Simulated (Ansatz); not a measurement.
The input, for Ansatz 0.2.0:

```yaml
crystal:
  periodic: [false, false, false]
  atoms:
    - {symbol: B, position_ang: [0.638980, 0.000000, 0.751595]}
    - {symbol: Be, position_ang: [-0.783630, 0.000000, -0.713864]}
    - {symbol: H, position_ang: [0.152991, 0.000000, -1.678696]}
basis:
  gaussian: {orbitals: 6-31G}
correlation: {method: fci, electrons: outside_noble_gas}
```

```sh
$ ansatz run in.yaml --threads 1 --pin off --events-out ev --progress --plain --max-ram 2393MiB
```

Problem. Roughly how long does this take on 1 thread of Arm Neoverse V1, shared host, and how much host memory?

Solution. 1.9 s wall and 0.1 GiB.

```
461 factors; integrals over basis functions are off by at most 1.6e-7 eV
mean field evaluation 1: about -1077.6886 eV, gradient 1.1e1 eV
mean field evaluation 2: about -1077.6858 eV, gradient 1.1e1 eV
mean field evaluation 4: about -1079.1568 eV, gradient 2.4e0 eV
mean field evaluation 8: about -1079.2925 eV, gradient 2.1e-1 eV
mean field evaluation 16: about -1077.7661 eV, gradient 1.3e1 eV
mean field -1079.29473849 eV, -39.6633500674 hartree, gradient 5.6e-6 eV, S^2 0.000000; 1 other end points of the search recorded, 0 dependent functions left out; unrestricted orbitals would lower it
2 core orbitals not correlated: weight in the atoms' cores, before any rotation towards them, 1.000 or more for the frozen orbitals, at most 0.000 for the correlated occupied ones
reference -1079.29473849 eV, -39.6633500674 hartree; 3, 3 occupied and 15, 15 virtual orbitals, 461 factors
state -1082.24033521 eV, -39.7715987502 hartree
Total energy: -1082.24033521 eV, -39.7715987502 hartree
```
